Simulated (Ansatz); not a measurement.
# Worked example: correlation energy of HPB, sextet

Geometry: that of the HPB, quartet, kept fixed. The doublet lies 6.0 eV lower here.

```xyz
3

B     0.0000    0.0866    1.3928
P     0.0000   -0.0729   -0.4582
H     0.0000    1.3116   -0.8601
```

Basis cc-pVDZ; Ansatz 0.2.0. Only valence electrons are correlated (noble-gas cores frozen), which leaves 9 electrons in 31 orbitals. R marks a restricted (for open shells ROHF) determinant, U an unrestricted one.

Full CI isn't at hand for all of this; UCCSDTQ serves as the reference, and is uncertain by the last step of the cluster series or more.

UCCSD has a T1 diagnostic of 0.019 and a largest doubles amplitude of 0.04.

Runs differ by some tens of microhartree through their thresholds and, for an open shell, their frozen cores, so steps under 0.03 kcal/mol mean nothing.

| level | total energy (hartree) |
| --- | --- |
| UHF | -365.726107 |
| UMP2 | -365.835775 |
| UCCSD | -365.863844 |
| UCCSD(T) | -365.867485 |
| UCCSDT | -365.868475 |
| UCCSDT(Q) | -365.868665 |
| UCCSDTQ | -365.868695 |

Task: What is the correlation energy at UCCSDTQ, and what share of it do UMP2 and UCCSD(T) recover?

Result: E(corr) = -365.868695 − (-365.726107) = -0.142588 hartree = -3.880 eV. UMP2: -0.109668 / -0.142588 = 76.91 %. UCCSD(T): -0.141378 / -0.142588 = 99.15 %.

Task: By how many kcal/mol does UCCSD(T) miss UCCSDTQ (1 hartree = 627.509 kcal/mol), and which steps make up the rest?

Result: -365.867485 − (-365.868695) = 0.001210 hartree = 0.76 kcal/mol. Steps: UCCSDT − UCCSD(T) = -0.62, UCCSDT(Q) − UCCSDT = -0.12, UCCSDTQ − UCCSDT(Q) = -0.02 kcal/mol. That is within 1 kcal/mol of the reference in this basis, which itself misses far more of the correlation at the basis-set limit.
